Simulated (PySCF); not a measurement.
Geometries of 3 isomers of C2H3O2 (doublet state), from PBE0-D3(BJ)/def2-SVP geometry optimisation, gas phase in PySCF. One conformer each, no zero-point energy, no frequencies.

Question: Which isomer lies lowest at this level?
A.
```xyz
7
angstrom
C     -0.831    0.005   -0.098
C      0.654    0.014   -0.173
O      1.342    1.026   -0.425
O      1.366   -1.001   -0.001
H     -1.221    1.031   -0.143
H     -1.148   -0.485    0.834
H     -1.231   -0.579   -0.940
```
B.
```xyz
7
angstrom
C     -1.129   -0.207   -0.122
O      0.087   -0.713    0.193
C      1.119    0.137    0.367
O      1.055    1.325    0.266
H     -1.240    0.871   -0.222
H     -1.908   -0.954   -0.250
H      2.024   -0.450    0.614
```
C.
```xyz
7
angstrom
O      1.587   -1.080    0.312
C      1.232    0.035    0.159
C     -0.184    0.498   -0.103
O     -1.063   -0.513   -0.459
H     -0.158    1.250   -0.907
H     -0.469    1.046    0.822
H     -0.912   -1.265    0.126
```

Answer: A. That is acetyloxyl radical (`CC([O])=O`), 8.0 kcal/mol below the next.

| SMILES | atoms numbered as above | E (Eh) | relative (kcal/mol) | relative (kJ/mol) | dipole (D) | ⟨S²⟩ |
| --- | --- | --- | --- | --- | --- | --- |
| CC([O])=O | [CH3:1][C:2]([O:3])=[O:4] | -227.99102 | 0.0 | 0.0 | 3.20 | 0.757 |
| [CH2]OC=O | [CH2:1][O:2][CH:3]=[O:4] | -227.97820 | 8.0 | 33.7 | 1.62 | 0.755 |
| O=[C]CO | [O:1]=[C:2][CH2:3][OH:4] | -227.96907 | 13.8 | 57.6 | 1.55 | 0.753 |

As drawn, the highest has an O–H bond, which the lowest lacks.
